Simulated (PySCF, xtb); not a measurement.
carbon tetrachloride cation (CCl₄), SMILES ClC(Cl)(Cl)Cl (connectivity only; charge and spin as stated), charge +1, multiplicity 2.

Harmonic wavenumbers (cm⁻¹) from GFN2-xTB (xtb 6.7.1) at its own minimum, in rising order: 109, 109, 229, 230, 230, 424, 560, 561, 561.

**Question.** What does B3LYP-D3(BJ)/def2-SVP (PySCF) give at its own minimum? (Estimate from the structure and the level; the computed values follow.)

**Answer.** 159, 159, 159, 191, 299, 461, 590, 590, 687. Paired by order, the mean absolute difference is 56 cm⁻¹ and the zero-point energies are 4.3 and 4.7 kcal/mol.
